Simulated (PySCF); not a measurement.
## Magnetic susceptibility: SMILES CN(C)P1C=C1, C4H8NP

Molfile (atoms numbered from 1):
```
C4H8NP
     RDKit          3D

 14 14  0  0  0  0  0  0  0  0999 V2000
   -0.7672    1.0044   -0.3163 C   0  0  0  0  0  0  0  0  0  0  0  0
   -0.6087   -0.3866   -0.0043 N   0  0  0  0  0  0  0  0  0  0  0  0
   -1.8236   -1.1032    0.2739 C   0  0  0  0  0  0  0  0  0  0  0  0
    0.8699   -1.2477    0.1795 P   0  0  0  0  0  0  0  0  0  0  0  0
    2.1634   -0.0419    0.5716 C   0  0  0  0  0  0  0  0  0  0  0  0
    2.1391   -0.3260   -0.7179 C   0  0  0  0  0  0  0  0  0  0  0  0
    0.2097    1.4756   -0.4956 H   0  0  0  0  0  0  0  0  0  0  0  0
   -1.2597    1.5585    0.5071 H   0  0  0  0  0  0  0  0  0  0  0  0
   -1.3813    1.1508   -1.2259 H   0  0  0  0  0  0  0  0  0  0  0  0
   -2.5200   -1.0825   -0.5866 H   0  0  0  0  0  0  0  0  0  0  0  0
   -1.5943   -2.1581    0.4920 H   0  0  0  0  0  0  0  0  0  0  0  0
   -2.3643   -0.6887    1.1479 H   0  0  0  0  0  0  0  0  0  0  0  0
    2.6665    0.6067    1.2925 H   0  0  0  0  0  0  0  0  0  0  0  0
    2.6122   -0.0485   -1.6628 H   0  0  0  0  0  0  0  0  0  0  0  0
  1  2  1  0
  2  3  1  0
  2  4  1  0
  4  5  1  0
  5  6  2  0
  6  4  1  0
  1  7  1  0
  1  8  1  0
  1  9  1  0
  3 10  1  0
  3 11  1  0
  3 12  1  0
  5 13  1  0
  6 14  1  0
M  END
```

Computed with PySCF, GIAO CAM-B3LYP/pcSseg-1 magnetisability, rotational g tensor and spin-rotation constants, non-relativistic, gas phase. Geometry: PBE0-D3(BJ)/def2-SVP.

(1) What are the magnetisability and the molar susceptibility?

(2) Split it along the inertial axes a, b, c into diamagnetic and paramagnetic parts about the centre of mass, with the quadrupole moment.

(3) And the rotational g tensor?

## Answers

(1) Isotropic -1068 × 10⁻³⁰ J/T², or -64.3 × 10⁻⁶ cm³/mol; principal values -1367, -929, -909 × 10⁻³⁰ J/T², anisotropy 448 × 10⁻³⁰ J/T² (root of half the summed squared differences of the principal values). The susceptibility is in cgs units.

(2) 
| axis | χ (10⁻⁶ cm³/mol) | diamagnetic (10⁻⁶ cm³/mol) | paramagnetic (10⁻⁶ cm³/mol) | summed x² of all electrons (Å²) | quadrupole Θ (D Å) |
| --- | --- | --- | --- | --- | --- |
| a | -71.1 | -316.3 | 245.3 | 129.7 | +2.42 |
| b | -66.0 | -644.3 | 578.3 | 52.3 | -2.45 |
| c | -55.9 | -772.2 | 716.2 | 22.2 | +0.03 |

Anisotropies 2χaa − χbb − χcc = -20.2 and 2χbb − χaa − χcc = -5.0 × 10⁻⁶ cm³/mol. Θ is traceless in Buckingham's convention.

(3) 
| axis | rotational constant (GHz) | g | nuclear part | electronic part |
| --- | --- | --- | --- | --- |
| a | 5.6899 | -0.0224 | 0.6333 | -0.6556 |
| b | 2.2459 | -0.0112 | 0.5991 | -0.6102 |
| c | 1.8235 | -0.0189 | 0.5946 | -0.6136 |

Asymmetric top; isotopes 12C, 1H, 14N, 31P; no vibrational averaging.
